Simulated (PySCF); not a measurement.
## `Nc1ccco1`, C₄H₅NO

Cartesian coordinates in Å; atom numbers follow the order of the lines, from 1:
```xyz
11

N     2.026    0.053   -0.165
C     0.648   -0.009   -0.060
C    -0.301    0.972   -0.031
C    -1.550    0.297   -0.010
C    -1.269   -1.029   -0.028
O     0.075   -1.227   -0.053
H     2.435    0.874    0.253
H     2.484   -0.804    0.107
H    -0.134    2.029   -0.028
H    -2.520    0.749    0.016
H    -1.888   -1.903   -0.028
```

Computed, not measured: quadratic response wB97X-D/aug-cc-pVDZ first hyperpolarisability, Taylor convention, gas phase (PySCF 2.14.0). Geometry: GFN2-xTB.

(1) Give the tensor of the second harmonic β(−2ω;ω,ω) at 694.3 nm in the axes of these coordinates.

## Answers

(1) In au, Taylor convention; rows are the first index (the induced dipole):
```
       xx      yy      zz      xy     xz     yz
x  +223.3  +155.1  +112.1  +119.9  -13.3   +8.2
y  +120.4   +24.4   +24.6  +143.1   +6.8  -19.1
z   -10.8   -16.5   -16.4    +8.0  +91.3  +37.6
```
Norm of βᵢ = ⅓ Σⱼ (βᵢⱼⱼ + βⱼᵢⱼ + βⱼⱼᵢ): 503.4 au, hyper-Rayleigh value 195.7 au.
